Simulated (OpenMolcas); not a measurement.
## PN (phosphorus nitride): methods side by side

PN: 2 atoms, total charge 0, spin state singlet. SMILES: `N#P`. Geometry: the measured bond length.

```csv
atom,x (Å),y (Å),z (Å)
N,0.0000,0.0000,0.0000
P,0.0000,0.0000,1.4909
```

Quantity: the energy change with the N1–P2 bond stretched from 1.491 to 2.609 Å, in eV. The values are calculated.

```tsv
level	kind	program	value (eV)	less FCI/STO-3G
HF/STO-3G (restricted)	Hartree–Fock	OpenMolcas	13.32	+8.75
MP2/STO-3G (restricted)	perturbation theory	OpenMolcas	11.67	+7.10
CISD/STO-3G (restricted)	coupled cluster or CI	OpenMolcas	10.50	+5.93
FCI/STO-3G	exact in the basis	OpenMolcas	4.57	0.00
```

FCI/STO-3G is exact within its basis and frozen core, so for wave-function methods in that basis the difference is their error. Spin-restricted single references rise too steeply as a bond breaks, Hartree–Fock most of all. Perturbation and coupled-cluster corrections on them can overshoot downwards. The first shape isn't each level's own minimum. The values span 4.57 to 13.32 eV. All rows use very small basis sets, so even the best lies far from the true value.
